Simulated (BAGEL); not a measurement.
**One shape, several levels: doublet [BH3O2]+**

Aim: a comparison of 5 runs (UHF/3-21G, ROHF/6-31G*, UHF/6-31G*, ROHF/def2-TZVP, UHF/def2-TZVP) of doublet [BH3O2]+. 

The results are computed with BAGEL 1.2.2.

12 further runs of the same task are left out: 12 set aside as unsound or not needed.

**1. The structure to begin with**

[BH3O2]+: 6 atoms, total charge +1, spin state doublet. SMILES of the parent species: `OBO`. Geometry: relaxed at PBE0-D4/def2-TZVP. This is one conformer, not always the lowest. That shape belongs to the parent species and isn't relaxed for this state.

Bond lengths: O1–B2 1.356 Å, B2–O3 1.356 Å, O1–H4 0.958 Å, B2–H5 1.204 Å, O3–H6 0.958 Å. Angles: O1–B2–O3 116.8°, O1–B2–H5 121.6°, O3–B2–H5 121.6°, B2–O1–H4 112.7°, B2–O3–H6 112.7°.

**2. The energy at UHF/3-21G (density fitting with qzvpp-jkfit) (run 1)**

Contents of job.json:

```json
{ "bagel" : [

{
  "title" : "molecule",
  "basis" : "3-21g",
  "df_basis" : "qzvpp-jkfit",
  "angstrom" : true,
  "geometry" : [
    { "atom" : "O", "xyz" : [      -1.176200,      -0.524500,      -0.251800 ] },
    { "atom" : "B", "xyz" : [       0.049500,       0.028100,      -0.072900 ] },
    { "atom" : "O", "xyz" : [       0.580600,      -0.053800,       1.172500 ] },
    { "atom" : "H", "xyz" : [      -1.494700,      -0.433500,      -1.150600 ] },
    { "atom" : "H", "xyz" : [       0.637800,       0.565600,      -0.976100 ] },
    { "atom" : "H", "xyz" : [       1.445200,       0.354100,       1.232800 ] }
  ]
},

{ "title" : "uhf", "charge" : 1, "nopen" : 1 },

{ "title" : "print", "file" : "orbitals.molden", "orbitals" : true }

]}
```

Command:

```bash
$ BAGEL_NUM_THREADS=1 BAGEL job.json > job.out
```

Standard output:

```text
* using 1 threads per process

  ===============================================================
  ===============================================================

  *** Geometry ***

  { "atom" : "O", "xyz" : [     -2.222696,     -0.991161,     -0.475833 ] },
  { "atom" : "B", "xyz" : [      0.093541,      0.053101,     -0.137761 ] },
  { "atom" : "O", "xyz" : [      1.097175,     -0.101667,      2.215704 ] },
  { "atom" : "H", "xyz" : [     -2.824574,     -0.819196,     -2.174319 ] },
  { "atom" : "H", "xyz" : [      1.205267,      1.068829,     -1.844562 ] },
  { "atom" : "H", "xyz" : [      2.731032,      0.669152,      2.329654 ] },

  Number of auxiliary basis functions:      283

  Since a DF basis is specified, we compute 2- and 3-index integrals:
    o Being stored without compression. Storage requirement is 0.002 GB

  Number of basis functions:       33
  Number of electrons      :       24

    * METHOD: MOLECULE                             0.05

  *** Open-shell HF ***

  === Nuclear Repulsion ===
    66.7052445314

      * DIIS with orbital gradients will be used.

  === UHF iteration (3-21g) ===
      0       -174.68307357          0.07924503           0.01
      1       -174.78822275          0.05633687           0.01
      2       -174.81909185          0.03771292           0.01
[... 31 lines of this table left out ...]
     34       -174.84420851          0.00000001           0.01
    * SCF iteration converged.

    * S^2 (UHF) is 0.7874

    * Permanent dipole moment:
           (   -0.891881,    -0.814850,     1.369808) a.u.

    * METHOD: UHF                                  0.31

    * METHOD: PRINT                                0.00

  ===============================================================
```

Run time: 1.3 s. Hardware: 1 thread of Intel Xeon Platinum 8488C (Sapphire Rapids), shared host; peak memory 0.08 GiB.

**3. A single-point energy at ROHF/6-31G(d) (density fitting with qzvpp-jkfit, spherical functions) (run 2)**

Contents of input.json:

```json
{ "bagel" : [

{
  "title" : "molecule",
  "basis" : "6-31gs.json",
  "df_basis" : "qzvpp-jkfit",
  "angstrom" : true,
  "geometry" : [
    { "atom" : "O", "xyz" : [   -1.176200,   -0.524500,   -0.251800 ] },
    { "atom" : "B", "xyz" : [    0.049500,    0.028100,   -0.072900 ] },
    { "atom" : "O", "xyz" : [    0.580600,   -0.053800,    1.172500 ] },
    { "atom" : "H", "xyz" : [   -1.494700,   -0.433500,   -1.150600 ] },
    { "atom" : "H", "xyz" : [    0.637800,    0.565600,   -0.976100 ] },
    { "atom" : "H", "xyz" : [    1.445200,    0.354100,    1.232800 ] }
  ]
},
{
  "title" : "rohf",
  "charge" : 1,
  "nopen" : 1
},
{
  "title" : "print",
  "file" : "orbitals.molden",
  "orbitals" : true
}

]}
```

The basis set 6-31G* is read from a file made from the Basis Set Exchange's data (not shown).

Command:

```bash
$ BAGEL_NUM_THREADS=1 BAGEL input.json > input.out
```

Standard output:

```text
* using 1 threads per process

  ===============================================================
  ===============================================================

  *** Geometry ***

  { "atom" : "O", "xyz" : [     -2.222696,     -0.991161,     -0.475833 ] },
  { "atom" : "B", "xyz" : [      0.093541,      0.053101,     -0.137761 ] },
  { "atom" : "O", "xyz" : [      1.097175,     -0.101667,      2.215704 ] },
  { "atom" : "H", "xyz" : [     -2.824574,     -0.819196,     -2.174319 ] },
  { "atom" : "H", "xyz" : [      1.205267,      1.068829,     -1.844562 ] },
  { "atom" : "H", "xyz" : [      2.731032,      0.669152,      2.329654 ] },

  Number of auxiliary basis functions:      283

  Since a DF basis is specified, we compute 2- and 3-index integrals:
    o Being stored without compression. Storage requirement is 0.005 GB

  Number of basis functions:       48
  Number of electrons      :       24

    * METHOD: MOLECULE                             0.06

  *** Open-shell HF ***

  === Nuclear Repulsion ===
    66.7052445314

      * DIIS with orbital gradients will be used.

  === ROHF iteration (6-31gs.json) ===
      0       -175.58603909          0.07101998           0.02
      1       -175.69639765          0.05370574           0.02
      2       -175.74108575          0.03901363           0.02
[... 68 lines of this table left out ...]
     71       -175.79552960          0.00000001           0.02
    * SCF iteration converged.

    * S^2 (ROHF) is 0.7500

    * Permanent dipole moment:
           (   -1.004265,    -0.919979,     1.551278) a.u.

    * METHOD: ROHF                                 1.36

    * METHOD: PRINT                                0.00

  ===============================================================
```

Wall time 2.4 s (1 thread of Intel Xeon Platinum 8488C (Sapphire Rapids), shared host); peak memory 0.08 GiB.

Runs 3 to 4 aren't shown in full; the table further down has their settings and results.

**4. The energy at UHF/def2-TZVP (density fitting with qzvpp-jkfit) (run 5)**

input.json: that of step 3 with these lines changed.

```diff
@@ -4,3 +4,3 @@
   "title" : "molecule",
-  "basis" : "6-31gs.json",
+  "basis" : "def2-tzvp.json",
   "df_basis" : "qzvpp-jkfit",
@@ -17,3 +17,3 @@
 {
-  "title" : "rohf",
+  "title" : "uhf",
   "charge" : 1,
```

The basis set def2-TZVP is read from a file made from the Basis Set Exchange's data (not shown).

Command:

```bash
$ BAGEL_NUM_THREADS=1 BAGEL input.json > input.out
```

Standard output:

```text
* using 1 threads per process

  ===============================================================
  ===============================================================

  *** Geometry ***

  { "atom" : "O", "xyz" : [     -2.222696,     -0.991161,     -0.475833 ] },
  { "atom" : "B", "xyz" : [      0.093541,      0.053101,     -0.137761 ] },
  { "atom" : "O", "xyz" : [      1.097175,     -0.101667,      2.215704 ] },
  { "atom" : "H", "xyz" : [     -2.824574,     -0.819196,     -2.174319 ] },
  { "atom" : "H", "xyz" : [      1.205267,      1.068829,     -1.844562 ] },
  { "atom" : "H", "xyz" : [      2.731032,      0.669152,      2.329654 ] },

  Number of auxiliary basis functions:      283

  Since a DF basis is specified, we compute 2- and 3-index integrals:
    o Being stored without compression. Storage requirement is 0.028 GB

  Number of basis functions:      111
  Number of electrons      :       24

    * METHOD: MOLECULE                             0.12

  *** Open-shell HF ***

  === Nuclear Repulsion ===
    66.7052445314

      * DIIS with orbital gradients will be used.

  === UHF iteration (def2-tzvp.json) ===
      0       -175.56814312          0.05753875           0.06
      1       -175.71973203          0.04726707           0.07
      2       -175.79989816          0.03488000           0.07
[... 38 lines of this table left out ...]
     41       -175.89831848          0.00000001           0.06
    * SCF iteration converged.

    * S^2 (UHF) is 0.7909

    * Permanent dipole moment:
           (   -0.883440,    -0.807180,     1.356973) a.u.

    * METHOD: UHF                                  2.81

    * METHOD: PRINT                                0.02

  ===============================================================
```

Wall time 3.9 s (1 thread of Intel Xeon Platinum 8488C (Sapphire Rapids), shared host); peak memory 0.087 GiB.

**5. Overview of the runs**

```csv
run,level,energy (Eh),⟨S²⟩,wall time
1,UHF/3-21G (density fitting with qzvpp-jkfit),-174.844209,0.787,1.3 s
2,"ROHF/6-31G* (density fitting with qzvpp-jkfit, spherical functions)",-175.795530,0.750,2.4 s
3,"UHF/6-31G* (density fitting with qzvpp-jkfit, spherical functions)",-175.806908,0.788,1.4 s
4,ROHF/def2-TZVP (density fitting with qzvpp-jkfit),-175.886784,0.750,2.8 s
5,UHF/def2-TZVP (density fitting with qzvpp-jkfit),-175.898318,0.791,3.9 s
```

**6. What came out**

```
           quantity          value
run 5: total energy  -175.89832 Eh
        run 5: ⟨S²⟩          0.791
```

What this shows: Over the runs the total energy spans 28.684 eV. All runs together took 12 s, the longest 3.9 s.
